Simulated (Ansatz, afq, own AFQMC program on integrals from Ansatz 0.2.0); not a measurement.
AFQMC on a folder of integrals that Ansatz 0.2.0 wrote.

```yaml
crystal:
  periodic: [false, false, false]
  atoms:
    - {symbol: C, position_ang: [0.000000, 0.000000, 0.000000]}
    - {symbol: C, position_ang: [0.000000, 0.000000, 1.301443]}
basis:
  gaussian: {orbitals: 6-31G}
magnetization: {spin_polarized: true, initial_magnetization: 2}
correlation: {method: ccsd_t, electrons: outside_noble_gas, hamiltonian_folder: ham}
```

```sh
$ ansatz run in.yaml --threads 1 --pin off --events-out ev --progress --plain --max-ram 16896MiB --backend cuda --devices 0, --max-vram 18GiB
```

Options of the walk:

```
--method phaseless --trial cid --walkers 20 --populations 1 --least-time 40 --time-step 0.04 --steps-per-block 5 --equilibration-blocks 30 --max-blocks 300 --target-error 0.00068 --factor-cut 1e-05 --start determinant --seed 1896 --taylor-order 6
```

Times are imaginary, in 1/Eh. The walk had a cap of 60 s.

Output of the walk:

```
orbitals 16  electrons 5 3  factors 95 of 254
reference energy -75.43843791 Eh
CCSD correlation -0.17349486 Eh in 11 cycles, weight of the determinant in the CISD state 0.8760
energy of the start -75.611940 Eh
 block  time / (1/Eh)  mean weight  energy / Eh
     1     0.200  0.9841  -75.605213
     2     0.400  1.0048  -75.610270
     3     0.600  0.9982  -75.607063
     4     0.800  1.0110  -75.612136
     5     1.000  0.9960  -75.616456
    10     2.000  1.0079  -75.636979
    49     9.800  0.9964  -75.631806
    89    17.800  1.0020  -75.628392
   129    25.800  1.0204  -75.612731
   169    33.800  1.0165  -75.621479
   209    41.800  0.9998  -75.617703
   249    49.800  1.0170  -75.604807
   257    51.400  1.0199  -75.600267
   289    57.800  0.9838  -75.612127
   329    65.800  0.9524  -75.637710
blocks merged  error / Eh  count
     1  0.000557  300
     2  0.000646  150
     4  0.000703  75
     8  0.000790  37
    16  0.000855  18
    32  0.000661  9
energy -75.619615 +/- 0.000855 Eh
(rows thinned)
```

The run passed its tests (sampling time, drift between the halves within three errors, error under three times the target), which doesn't prove that it has relaxed.

Against this walk (error 23.3 meV) on the same determinant: CCSD(T) 6.9 meV lower (within the noise), CCSDT(Q) 78.9 meV lower, CCSDTQ 80.8 meV lower, full CI 86.8 meV lower, a separate phaseless walk with a CISD trial and standard settings 6.8 ± 23.7 meV lower (within the noise). The error is statistical and leaves out the bias of the constraint. Full CI is exact here, so the walk's 87 meV above it is the walk's own error: the bias of the constraint with this trial.

Cautions: constraint bias not in the error; error above the target (23.3 against 18.5 meV); lower spins were not checked; an unrestricted solution with more broken spin lies lower (452 meV, ⟨S²⟩ 2.29); CCSD(T) is in doubt: in a space of 8 electrons in 9 natural orbitals full CI lies 81 meV below it; the CCSDT(Q) amplitudes may be one of several solutions (largest double 0.16); the CCSDTQ amplitudes may be one of several solutions (largest double 0.17); so few walkers bias the energy; the time-step error isn't removed.

The walk took 13 s on 1 × NVIDIA H100 80GB HBM3 with 2 threads of AMD EPYC 7R13 Processor (Zen 3), on a shared host (the card was shared). The log's last line is the phaseless energy.

CCSDT and higher add their correlation energy to the determinant of the CCSD(T) run, since their own runs factorise the integrals more tightly (a shift of under 2 meV). A walk keeps the symmetry of its determinant, which the program's search chose and which needn't be the lowest solution, so a lower state of the same spin and another symmetry isn't excluded.
